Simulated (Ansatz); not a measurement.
Input file:

```yaml
crystal:
  periodic: [false, false, false]
  atoms:
    - {symbol: B, position_ang: [-1.321551, 0.035086, 0.000000]}
    - {symbol: H, position_ang: [-1.918284, 1.068657, 0.000000]}
    - {symbol: H, position_ang: [-1.918284, -0.998486, 0.000000]}
    - {symbol: H, position_ang: [0.068449, 0.035086, 0.000000]}
    - {symbol: N, position_ang: [1.186449, 0.035086, 0.000000]}
    - {symbol: H, position_ang: [1.455531, -0.969141, 0.000000]}
basis:
  gaussian: {orbitals: cc-pVDZ}
magnetization: {spin_polarized: true, initial_magnetization: 2}
correlation: {method: ccsd_t, electrons: outside_noble_gas}
```

```sh
$ ansatz run in.yaml --threads 1 --pin off --events-out ev --progress --plain --max-ram 2393MiB
```

The program prints:

```
440 factors; integrals over basis functions are off by at most 1.4e-3 eV
mean field evaluation 1: about -2210.5325 eV, gradient 1.3e1 eV
mean field evaluation 2: about -2210.5326 eV, gradient 1.3e1 eV
mean field evaluation 4: about -2211.8159 eV, gradient 2.1e0 eV
mean field evaluation 8: about -2211.8668 eV, gradient 9.1e-4 eV
mean field evaluation 16: about -2211.8660 eV, gradient 2.2e-1 eV
mean field evaluation 32: about -2208.1181 eV, gradient 1.6e0 eV
mean field evaluation 64: about -2210.4103 eV, gradient 3.8e-3 eV
mean field evaluation 96: about -2207.9038 eV, gradient 1.7e-2 eV
mean field evaluation 128: about -2210.4102 eV, gradient 2.1e-2 eV
mean field evaluation 160: about -2211.5806 eV, gradient 3.2e0 eV
mean field evaluation 192: about -2207.9031 eV, gradient 1.4e-1 eV
mean field -2211.86677885 eV, -81.2846048654 hartree, gradient 3.0e-6 eV, S^2 2.030901; 7 other end points of the search recorded, 0 dependent functions left out
determinant -2211.86677885 eV, -81.2846048654 hartree, with singles and doubles -2219.01023369 eV, -81.5471219890 hartree
determinant -2210.41026185 eV, -81.2310788532 hartree, with singles and doubles -2217.80747288 eV, -81.5029213444 hartree
determinant -2209.29562266 eV, -81.1901166184 hartree, with singles and doubles -2216.49172006 eV, -81.4545683200 hartree
2 core orbitals not correlated: weight in the atoms' cores, before any rotation towards them, 1.000 or more for the frozen orbitals, at most 0.000 for the correlated occupied ones
reference -2211.86677885 eV, -81.2846048654 hartree; 7, 5 occupied and 39, 41 virtual orbitals, 440 factors
second order -6.03442499 eV of doubles, -0.00000000 eV of singles
cycle   1  -7.14354371 eV  change   -8.9e-5 eV  update   6.9e-4
cycle   2  -7.14369157 eV  change   -1.5e-4 eV  update   4.7e-4
cycle   3  -7.14360111 eV  change    9.0e-5 eV  update   1.9e-4
cycle   4  -7.14361149 eV  change   -1.0e-5 eV  update   7.3e-5
cycle   5  -7.14369116 eV  change   -8.0e-5 eV  update   2.9e-5
cycle   6  -7.14374183 eV  change   -5.1e-5 eV  update   1.2e-5
cycle   7  -7.14373436 eV  change    7.5e-6 eV  update   5.5e-6
cycle   8  -7.14372498 eV  change    9.4e-6 eV  update   2.7e-6
perturbative correction -0.14692973 eV, -0.0053995680 hartree
Total energy: -2219.15743356 eV, -81.5525314843 hartree
```

For the same geometry and basis UCCSDT(Q) lies 35.3 meV lower.

Ran on 1 thread of Intel Xeon 6975P-C, shared host: 2.3 s wall, 0.15 GiB peak host memory.
